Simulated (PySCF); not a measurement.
Bond stretch in N₂, singlet.

Levels: RKS-BLYP = restricted BLYP/6-31G run with PySCF; RHF/6-31G (PySCF); RKS-LDA (SVWN5) = restricted LDA (SVWN5)/6-31G (PySCF 2.14.0); UCCSD(T) = CCSD(T) on UHF/6-31G, 2 core orbitals frozen (PySCF).

Energies relative to the lowest point of each curve near equilibrium, in kcal/mol:

```csv
R / Å,RKS-BLYP,RHF,RKS-LDA (SVWN5)
0.92,115.2,90.0,110.0
0.97,58.8,39.5,54.8
1.03,19.9,8.4,17.4
1.09,2.9,0.0,1.9
1.13,0.0,3.2,0.0
1.15,0.4,6.8,0.9
1.19,4.3,17.1,5.8
1.35,42.0,82.1,47.4
1.48,81.4,143.7,89.8
2.19,242.8,406.2,263.5
2.41,271.2,459.3,294.3
2.68,296.1,510.4,321.4
```

Question: Estimate the UCCSD(T) values at these points.

Answer: 0.92: 117.5; 0.97: 60.1; 1.03: 20.4; 1.09: 3.0; 1.13: 0.0; 1.15: 0.7; 1.19: 4.9; 1.35: 42.7; 1.48: 80.3; 2.19: 164.4; 2.41: 166.3; 2.68: 166.6 (kcal/mol).

The restricted form behind RKS-BLYP, RHF, RKS-LDA (SVWN5) keeps the bonding electrons paired and can't separate into open-shell fragments. The unrestricted solution behind UCCSD(T) changes between 1.19 and 1.26 Å and between 1.48 and 1.64 Å, which can leave a kink. The unrestricted determinant behind UCCSD(T) is spin-contaminated at 1.13 to 4.39 Å (<S²> up to 3.0, against 0.00 for a pure singlet).
